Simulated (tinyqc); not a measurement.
Worked calculation (part 2 of 4): UHF in the sto-3g basis, for H3O+, spin multiplicity 1. Computed by tinyqc, a small Python program that keeps every step (integrals from PySCF). Command: `OMP_NUM_THREADS=1 python tinyqc.py 26972 26973 out.jsonl` (the two numbers bound the seeds that draw the settings). One thread of a shared host (Intel(R) Xeon(R) Processor @ 2.60GHz), about 0.1 s of CPU time with the checks.

Geometry (angstrom):
```
atom          x          y         z
O      0.000000   0.000000  0.077000
H      0.924000   0.000000  0.000000
H     -0.462000   0.800000  0.000000
H     -0.462000  -0.800000  0.000000
```

## Iteration 1: building the Fock matrix

D(alpha) at the start:
```
            1O 1s      1O 2s     1O 2px     1O 2py     1O 2pz      2H 1s      3H 1s      4H 1s
1O 1s    1.021357  -0.076785   0.002735   0.000000  -0.009748  -0.066896  -0.061989  -0.061989
1O 2s   -0.076785   0.410869  -0.009751   0.000000   0.034354   0.151211   0.133666   0.133666
1O 2px   0.002735  -0.009751   0.666676   0.000000  -0.175985   0.186834  -0.093519  -0.093519
1O 2py   0.000000   0.000000   0.000000   0.634322   0.000000   0.000000   0.195279  -0.195279
1O 2pz  -0.009748   0.034354  -0.175985   0.000000   0.958619   0.203717  -0.111113  -0.111113
2H 1s   -0.066896   0.151211   0.186834   0.000000   0.203717   0.175411  -0.013917  -0.013917
3H 1s   -0.061989   0.133666  -0.093519   0.195279  -0.111113  -0.013917   0.140681   0.020447
4H 1s   -0.061989   0.133666  -0.093519  -0.195279  -0.111113  -0.013917   0.020447   0.140681
```

D(beta) at the start:
```
            1O 1s      1O 2s     1O 2px     1O 2py     1O 2pz      2H 1s      3H 1s      4H 1s
1O 1s    1.021358  -0.076791  -0.002779   0.000000  -0.009796  -0.060318  -0.065275  -0.065275
1O 2s   -0.076791   0.410894   0.009931   0.000000   0.034584   0.127729   0.145396   0.145396
1O 2px  -0.002779   0.009931   0.666670   0.000000   0.175970   0.186967  -0.093392  -0.093392
1O 2py   0.000000   0.000000   0.000000   0.634322   0.000000   0.000000   0.195279  -0.195279
1O 2pz  -0.009796   0.034584   0.175970   0.000000   0.958596  -0.216187   0.098630   0.098630
2H 1s   -0.060318   0.127729   0.186967   0.000000  -0.216187   0.175103  -0.013993  -0.013993
3H 1s   -0.065275   0.145396  -0.093392   0.195279   0.098630  -0.013993   0.140835   0.020601
4H 1s   -0.065275   0.145396  -0.093392  -0.195279   0.098630  -0.013993   0.020601   0.140835
```

core Hamiltonian H = T + V (hartree):
```
             1O 1s      1O 2s     1O 2px     1O 2py     1O 2pz      2H 1s      3H 1s      4H 1s
1O 1s   -33.327648  -7.756421   0.000010   0.000000   0.004123  -1.912270  -1.913078  -1.913078
1O 2s    -7.756421  -9.928822   0.000096   0.000000   0.047921  -4.146869  -4.148078  -4.148078
1O 2px    0.000010   0.000096  -8.200379   0.000000  -0.000009  -2.813925   1.407550   1.407550
1O 2py    0.000000   0.000000   0.000000  -8.200382   0.000000   0.000000  -2.437259   2.437259
1O 2pz    0.004123   0.047921  -0.000009   0.000000  -8.003433   0.248853   0.248949   0.248949
2H 1s    -1.912270  -4.146869  -2.813925   0.000000   0.248853  -5.505263  -1.564357  -1.564357
3H 1s    -1.913078  -4.148078   1.407550  -2.437259   0.248949  -1.564357  -5.506040  -1.565084
4H 1s    -1.913078  -4.148078   1.407550   2.437259   0.248949  -1.564357  -1.565084  -5.506040
```

nuclear repulsion = 14.69122690 hartree

Given earlier and not repeated: Two-electron integrals (ij|kl) in chemists' order.

J_ij = sum D_kl (ij|kl) with D = D(alpha) + D(beta), K_ij = sum D_kl (ik|jl) for each spin; F = H + J - K(s); E = tr D H + tr D J / 2 - 0.5 sum_s tr D(s) K(s) + E_nn.

Coulomb J (hartree):
```
            1O 1s      1O 2s     1O 2px     1O 2py     1O 2pz      2H 1s      3H 1s      4H 1s
1O 1s   17.304792   3.270962   0.000078   0.000000   0.000620   0.806931   0.807254   0.807254
1O 2s    3.270962   8.207384   0.002002   0.000000  -0.006575   3.432631   3.430826   3.430826
1O 2px   0.000078   0.002002   8.210264   0.000000  -0.000141   2.563460  -1.279391  -1.279391
1O 2py   0.000000   0.000000   0.000000   8.206455   0.000000   0.000000   2.216264  -2.216264
1O 2pz   0.000620  -0.006575  -0.000141   0.000000   8.182274  -0.216139  -0.215919  -0.215919
2H 1s    0.806931   3.432631   2.563460   0.000000  -0.216139   5.147627   1.297675   1.297675
3H 1s    0.807254   3.430826  -1.279391   2.216264  -0.215919   1.297675   5.134689   1.297405
4H 1s    0.807254   3.430826  -1.279391  -2.216264  -0.215919   1.297675   1.297405   5.134689
```

exchange K(alpha) (hartree):
```
            1O 1s      1O 2s     1O 2px     1O 2py     1O 2pz      2H 1s      3H 1s      4H 1s
1O 1s    4.848380   0.848934  -0.000202   0.000000  -0.001093   0.214120   0.214571   0.214571
1O 2s    0.848934   1.241228  -0.005718   0.000000   0.005425   0.597997   0.597005   0.597005
1O 2px  -0.000202  -0.005718   1.034267   0.000000  -0.065333   0.423971  -0.212261  -0.212261
1O 2py   0.000000   0.000000   0.000000   1.027446   0.000000   0.000000   0.368490  -0.368490
1O 2pz  -0.001093   0.005425  -0.065333   0.000000   1.072945  -0.000286  -0.048798  -0.048798
2H 1s    0.214120   0.597997   0.423971   0.000000  -0.000286   0.598377   0.220033   0.220033
3H 1s    0.214571   0.597005  -0.212261   0.368490  -0.048798   0.220033   0.594794   0.222309
4H 1s    0.214571   0.597005  -0.212261  -0.368490  -0.048798   0.220033   0.222309   0.594794
```

exchange K(beta) (hartree):
```
            1O 1s     1O 2s     1O 2px     1O 2py     1O 2pz      2H 1s      3H 1s      4H 1s
1O 1s    4.848381  0.848933  -0.000039   0.000000  -0.001097   0.214439   0.214412   0.214412
1O 2s    0.848933  1.241233   0.004999   0.000000   0.005524   0.596794   0.597604   0.597604
1O 2px  -0.000039  0.004999   1.033561   0.000000   0.065242   0.425142  -0.211212  -0.211212
1O 2py   0.000000  0.000000   0.000000   1.028154   0.000000   0.000000   0.368420  -0.368420
1O 2pz  -0.001097  0.005524   0.065242   0.000000   1.072938  -0.065143  -0.016393  -0.016393
2H 1s    0.214439  0.596794   0.425142   0.000000  -0.065143   0.602971   0.220581   0.220581
3H 1s    0.214412  0.597604  -0.211212   0.368420  -0.016393   0.220581   0.592498   0.221215
4H 1s    0.214412  0.597604  -0.211212  -0.368420  -0.016393   0.220581   0.221215   0.592498
```

F(alpha) (hartree):
```
             1O 1s      1O 2s     1O 2px     1O 2py     1O 2pz      2H 1s      3H 1s      4H 1s
1O 1s   -20.871236  -5.334393   0.000290   0.000000   0.005837  -1.319459  -1.320396  -1.320396
1O 2s    -5.334393  -2.962666   0.007816   0.000000   0.035920  -1.312234  -1.314258  -1.314258
1O 2px    0.000290   0.007816  -1.024382   0.000000   0.065184  -0.674436   0.340420   0.340420
1O 2py    0.000000   0.000000   0.000000  -1.021374   0.000000   0.000000  -0.589486   0.589486
1O 2pz    0.005837   0.035920   0.065184   0.000000  -0.894105   0.033000   0.081828   0.081828
2H 1s    -1.319459  -1.312234  -0.674436   0.000000   0.033000  -0.956014  -0.486716  -0.486716
3H 1s    -1.320396  -1.314258   0.340420  -0.589486   0.081828  -0.486716  -0.966145  -0.489988
4H 1s    -1.320396  -1.314258   0.340420   0.589486   0.081828  -0.486716  -0.489988  -0.966145
```

F(beta) (hartree):
```
             1O 1s      1O 2s     1O 2px     1O 2py     1O 2pz      2H 1s      3H 1s      4H 1s
1O 1s   -20.871237  -5.334391   0.000126   0.000000   0.005841  -1.319778  -1.320236  -1.320236
1O 2s    -5.334391  -2.962671  -0.002901   0.000000   0.035822  -1.311031  -1.314857  -1.314857
1O 2px    0.000126  -0.002901  -1.023676   0.000000  -0.065392  -0.675607   0.339370   0.339370
1O 2py    0.000000   0.000000   0.000000  -1.022081   0.000000   0.000000  -0.589415   0.589415
1O 2pz    0.005841   0.035822  -0.065392   0.000000  -0.894097   0.097857   0.049424   0.049424
2H 1s    -1.319778  -1.311031  -0.675607   0.000000   0.097857  -0.960607  -0.487263  -0.487263
3H 1s    -1.320236  -1.314857   0.339370  -0.589415   0.049424  -0.487263  -0.963850  -0.488894
4H 1s    -1.320236  -1.314857   0.339370   0.589415   0.049424  -0.487263  -0.488894  -0.963850
```

total energy of this density = -75.11329143 hartree

This density is the starting one.

## Iteration 1: diagonalisation and new density

X:
```
            1O 1s      1O 2s     1O 2px     1O 2py     1O 2pz      2H 1s      3H 1s      4H 1s
1O 1s    1.025300  -0.154023   0.000005   0.000000   0.002072   0.021057   0.021061   0.021061
1O 2s   -0.154023   1.375373  -0.000080   0.000000  -0.023481  -0.296656  -0.296796  -0.296796
1O 2px   0.000005  -0.000080   1.146145   0.000000   0.000006  -0.305401   0.152760   0.152760
1O 2py   0.000000   0.000000   0.000000   1.146161   0.000000   0.000000  -0.264553   0.264553
1O 2pz   0.002072  -0.023481   0.000006   0.000000   1.001560   0.019772   0.019784   0.019784
2H 1s    0.021057  -0.296656  -0.305401   0.000000   0.019772   1.237228  -0.077385  -0.077385
3H 1s    0.021061  -0.296796   0.152760  -0.264553   0.019784  -0.077385   1.237370  -0.077423
4H 1s    0.021061  -0.296796   0.152760   0.264553   0.019784  -0.077385  -0.077423   1.237370
```

overlap S:
```
           1O 1s     1O 2s     1O 2px     1O 2py     1O 2pz      2H 1s      3H 1s      4H 1s
1O 1s   1.000000  0.236704   0.000000   0.000000   0.000000   0.057950   0.057975   0.057975
1O 2s   0.236704  1.000000   0.000000   0.000000   0.000000   0.494691   0.494811   0.494811
1O 2px  0.000000  0.000000   1.000000   0.000000   0.000000   0.402272  -0.201205  -0.201205
1O 2py  0.000000  0.000000   0.000000   1.000000   0.000000   0.000000   0.348406  -0.348406
1O 2pz  0.000000  0.000000   0.000000   0.000000   1.000000  -0.033523  -0.033534  -0.033534
2H 1s   0.057950  0.494691   0.402272   0.000000  -0.033523   1.000000   0.221981   0.221981
3H 1s   0.057975  0.494811  -0.201205   0.348406  -0.033534   0.221981   1.000000   0.222082
4H 1s   0.057975  0.494811  -0.201205  -0.348406  -0.033534   0.221981   0.222082   1.000000
```

Diagonalise F' = X^T F X, C = X C', fill 5 alpha and 5 beta electrons from the bottom; D(s) = C_occ C_occ^T; the new density keeps 0.7 of the old one (damping). Each column has its largest component positive (the first on a tie).

F' = X^T F X (alpha) (hartree):
```
            1          2          3          4          5          6          7          8
1  -20.474170  -2.765582  -0.000822   0.000000   0.008861  -0.212465  -0.213331  -0.213331
2   -2.765582  -1.496759   0.008405   0.000000  -0.007110  -0.560380  -0.556646  -0.556646
3   -0.000822   0.008405  -0.701417   0.000000   0.089635  -0.564799   0.283101   0.283101
4    0.000000   0.000000   0.000000  -0.693439   0.000000   0.000000  -0.495524   0.495524
5    0.008861  -0.007110   0.089635   0.000000  -0.890912  -0.024949   0.068934   0.068934
6   -0.212465  -0.560380  -0.564799   0.000000  -0.024949  -0.268065  -0.124585  -0.124585
7   -0.213331  -0.556646   0.283101  -0.495524   0.068934  -0.124585  -0.274772  -0.128846
8   -0.213331  -0.556646   0.283101   0.495524   0.068934  -0.124585  -0.128846  -0.274772
```

orbital energies (alpha) (hartree): MO1 -20.881387, MO2 -1.759273, MO3 -1.173585, MO4 -1.172032, MO5 -0.899933, MO6 0.147171, MO7 0.332066, MO8 0.332668

coefficients C (alpha):
```
              MO1        MO2        MO3        MO4        MO5        MO6        MO7        MO8
1O 1s    0.993502  -0.234308  -0.000383   0.000000  -0.016248  -0.184611   0.002531   0.000000
1O 2s    0.030767   0.816103   0.000068   0.000000   0.074330   1.227771  -0.013730   0.000000
1O 2px  -0.000018  -0.006351   0.742881   0.000000  -0.002773  -0.006498  -0.949540   0.000000
1O 2py   0.000000   0.000000   0.000000   0.735491   0.000000   0.000000   0.000000   0.955361
1O 2pz  -0.000916  -0.034899  -0.114915   0.000000   0.986135  -0.097564  -0.091906   0.000000
2H 1s   -0.006000   0.123815   0.338973   0.000000   0.124808  -0.674717   1.060061   0.000000
3H 1s   -0.005989   0.128682  -0.166669   0.305859  -0.082238  -0.683449  -0.522253  -0.916940
4H 1s   -0.005989   0.128682  -0.166669  -0.305859  -0.082238  -0.683449  -0.522253   0.916940
```

F' = X^T F X (beta) (hartree):
```
            1          2          3          4          5          6          7          8
1  -20.474172  -2.765579   0.000716   0.000000   0.008881  -0.213469  -0.212830  -0.212830
2   -2.765579  -1.496765  -0.004688   0.000000  -0.007241  -0.554664  -0.559502  -0.559502
3    0.000716  -0.004688  -0.700572   0.000000  -0.089733  -0.564849   0.282897   0.282897
4    0.000000   0.000000   0.000000  -0.694285   0.000000   0.000000  -0.495612   0.495612
5    0.008881  -0.007241  -0.089733   0.000000  -0.890901   0.100168   0.006434   0.006434
6   -0.213469  -0.554664  -0.564849   0.000000   0.100168  -0.271942  -0.124613  -0.124613
7   -0.212830  -0.559502   0.282897  -0.495612   0.006434  -0.124613  -0.272835  -0.128791
8   -0.212830  -0.559502   0.282897   0.495612   0.006434  -0.124613  -0.128791  -0.272835
```

orbital energies (beta) (hartree): MO1 -20.881388, MO2 -1.759227, MO3 -1.173517, MO4 -1.172128, MO5 -0.899916, MO6 0.147092, MO7 0.330979, MO8 0.333798

coefficients C (beta):
```
              MO1        MO2        MO3        MO4        MO5        MO6        MO7        MO8
1O 1s    0.993502  -0.234315  -0.002264   0.000000  -0.015884  -0.184622   0.002469   0.000000
1O 2s    0.030767   0.816125   0.010249   0.000000   0.072682   1.227726  -0.020013   0.000000
1O 2px  -0.000009  -0.000276   0.742130   0.000000   0.002907  -0.021897  -0.949918   0.000000
1O 2py   0.000000   0.000000   0.000000   0.736267   0.000000   0.000000   0.000000   0.954763
1O 2pz  -0.000916  -0.035058   0.114283   0.000000   0.986255  -0.094537   0.094470   0.000000
2H 1s   -0.005985   0.125769   0.336314   0.000000  -0.150927  -0.656778   1.068513   0.000000
3H 1s   -0.005997   0.127713  -0.170683   0.305114   0.056018  -0.692233  -0.513013  -0.917188
4H 1s   -0.005997   0.127713  -0.170683  -0.305114   0.056018  -0.692233  -0.513013   0.917188
```

D(alpha) after iteration 1:
```
            1O 1s      1O 2s     1O 2px     1O 2py     1O 2pz      2H 1s      3H 1s      4H 1s
1O 1s    1.027613  -0.102308   0.002283   0.000000  -0.009437  -0.057966  -0.053803  -0.053803
1O 2s   -0.102308   0.489357  -0.008427   0.000000   0.037482   0.138896   0.123179   0.123179
1O 2px   0.002283  -0.008427   0.632249   0.000000  -0.149554   0.205989  -0.102785  -0.102785
1O 2py   0.000000   0.000000   0.000000   0.606310   0.000000   0.000000   0.204182  -0.204182
1O 2pz  -0.009437   0.037482  -0.149554   0.000000   0.967099   0.166544  -0.097709  -0.097709
2H 1s   -0.057966   0.138896   0.205989   0.000000   0.166544   0.166542  -0.024979  -0.024979
3H 1s   -0.053803   0.123179  -0.102785   0.204182  -0.097709  -0.024979   0.141883   0.001589
4H 1s   -0.053803   0.123179  -0.102785  -0.204182  -0.097709  -0.024979   0.001589   0.141883
```

D(beta) after iteration 1:
```
            1O 1s      1O 2s     1O 2px     1O 2py     1O 2pz      2H 1s      3H 1s      4H 1s
1O 1s    1.027613  -0.102306  -0.002447   0.000000  -0.009443  -0.052356  -0.056608  -0.056608
1O 2s   -0.102306   0.489344   0.009230   0.000000   0.037473   0.117891   0.133687   0.133687
1O 2px  -0.002447   0.009230   0.631899   0.000000   0.149486   0.205611  -0.103337  -0.103337
1O 2py   0.000000   0.000000   0.000000   0.606652   0.000000   0.000000   0.204089  -0.204089
1O 2pz  -0.009443   0.037473   0.149486   0.000000   0.967114  -0.185778   0.078422   0.078422
2H 1s   -0.052356   0.117891   0.205611   0.000000  -0.185778   0.168094  -0.024723  -0.024723
3H 1s   -0.056608   0.133687  -0.103337   0.204089   0.078422  -0.024723   0.141098   0.001077
4H 1s   -0.056608   0.133687  -0.103337  -0.204089   0.078422  -0.024723   0.001077   0.141098
```

## Iteration 2: building the Fock matrix

As before.

Coulomb J (hartree):
```
            1O 1s      1O 2s     1O 2px     1O 2py     1O 2pz      2H 1s      3H 1s      4H 1s
1O 1s   17.327284   3.274107   0.000069   0.000000   0.000749   0.807709   0.808036   0.808036
1O 2s    3.274107   8.213915   0.001481   0.000000  -0.006184   3.434166   3.433098   3.433098
1O 2px   0.000069   0.001481   8.214126   0.000000  -0.000103   2.563472  -1.280156  -1.280156
1O 2py   0.000000   0.000000   0.000000   8.211179   0.000000   0.000000   2.217333  -2.217333
1O 2pz   0.000749  -0.006184  -0.000103   0.000000   8.193122  -0.216179  -0.216040  -0.216040
2H 1s    0.807709   3.434166   2.563472   0.000000  -0.216179   5.146170   1.298170   1.298170
3H 1s    0.808036   3.433098  -1.280156   2.217333  -0.216040   1.298170   5.136850   1.298139
4H 1s    0.808036   3.433098  -1.280156  -2.217333  -0.216040   1.298170   1.298139   5.136850
```

exchange K(alpha) (hartree):
```
            1O 1s      1O 2s     1O 2px     1O 2py     1O 2pz      2H 1s      3H 1s      4H 1s
1O 1s    4.856392   0.844198  -0.000187   0.000000  -0.000889   0.213822   0.214194   0.214194
1O 2s    0.844198   1.257611  -0.004830   0.000000   0.005937   0.598743   0.598050   0.598050
1O 2px  -0.000187  -0.004830   1.024145   0.000000  -0.056359   0.424571  -0.212641  -0.212641
1O 2py   0.000000   0.000000   0.000000   1.018358   0.000000   0.000000   0.368878  -0.368878
1O 2pz  -0.000889   0.005937  -0.056359   0.000000   1.085931  -0.006774  -0.046821  -0.046821
2H 1s    0.213822   0.598743   0.424571   0.000000  -0.006774   0.594675   0.215002   0.215002
3H 1s    0.214194   0.598050  -0.212641   0.368878  -0.046821   0.215002   0.593038   0.216848
4H 1s    0.214194   0.598050  -0.212641  -0.368878  -0.046821   0.215002   0.216848   0.593038
```

exchange K(beta) (hartree):
```
            1O 1s     1O 2s     1O 2px     1O 2py     1O 2pz      2H 1s      3H 1s      4H 1s
1O 1s    4.856393  0.844198  -0.000002   0.000000  -0.000892   0.214074   0.214068   0.214068
1O 2s    0.844198  1.257611   0.004460   0.000000   0.005943   0.597798   0.598522   0.598522
1O 2px  -0.000002  0.004460   1.023396   0.000000   0.056282   0.425633  -0.211759  -0.211759
1O 2py   0.000000  0.000000   0.000000   1.019106   0.000000   0.000000   0.368775  -0.368775
1O 2pz  -0.000892  0.005943   0.056282   0.000000   1.085940  -0.060287  -0.020086  -0.020086
2H 1s    0.214074  0.597798   0.425633   0.000000  -0.060287   0.599082   0.215480   0.215480
3H 1s    0.214068  0.598522  -0.211759   0.368775  -0.020086   0.215480   0.590834   0.215894
4H 1s    0.214068  0.598522  -0.211759  -0.368775  -0.020086   0.215480   0.215894   0.590834
```

F(alpha) (hartree):
```
             1O 1s      1O 2s     1O 2px     1O 2py     1O 2pz      2H 1s      3H 1s      4H 1s
1O 1s   -20.856756  -5.326511   0.000265   0.000000   0.005761  -1.318383  -1.319236  -1.319236
1O 2s    -5.326511  -2.972518   0.006408   0.000000   0.035799  -1.311445  -1.313030  -1.313030
1O 2px    0.000265   0.006408  -1.010398   0.000000   0.056247  -0.675024   0.340034   0.340034
1O 2py    0.000000   0.000000   0.000000  -1.007560   0.000000   0.000000  -0.588804   0.588804
1O 2pz    0.005761   0.035799   0.056247   0.000000  -0.896242   0.039448   0.079730   0.079730
2H 1s    -1.318383  -1.311445  -0.675024   0.000000   0.039448  -0.953769  -0.481189  -0.481189
3H 1s    -1.319236  -1.313030   0.340034  -0.588804   0.079730  -0.481189  -0.962228  -0.483793
4H 1s    -1.319236  -1.313030   0.340034   0.588804   0.079730  -0.481189  -0.483793  -0.962228
```

F(beta) (hartree):
```
             1O 1s      1O 2s     1O 2px     1O 2py     1O 2pz      2H 1s      3H 1s      4H 1s
1O 1s   -20.856757  -5.326511   0.000080   0.000000   0.005764  -1.318635  -1.319110  -1.319110
1O 2s    -5.326511  -2.972518  -0.002882   0.000000   0.035793  -1.310500  -1.313502  -1.313502
1O 2px    0.000080  -0.002882  -1.009649   0.000000  -0.056394  -0.676086   0.339152   0.339152
1O 2py    0.000000   0.000000   0.000000  -1.008309   0.000000   0.000000  -0.588701   0.588701
1O 2pz    0.005764   0.035793  -0.056394   0.000000  -0.896251   0.092961   0.052995   0.052995
2H 1s    -1.318635  -1.310500  -0.676086   0.000000   0.092961  -0.958176  -0.481667  -0.481667
3H 1s    -1.319110  -1.313502   0.339152  -0.588701   0.052995  -0.481667  -0.960024  -0.482838
4H 1s    -1.319110  -1.313502   0.339152   0.588701   0.052995  -0.481667  -0.482838  -0.960024
```

total energy of this density = -75.15981758 hartree

This density is a damped mixture and is not idempotent.
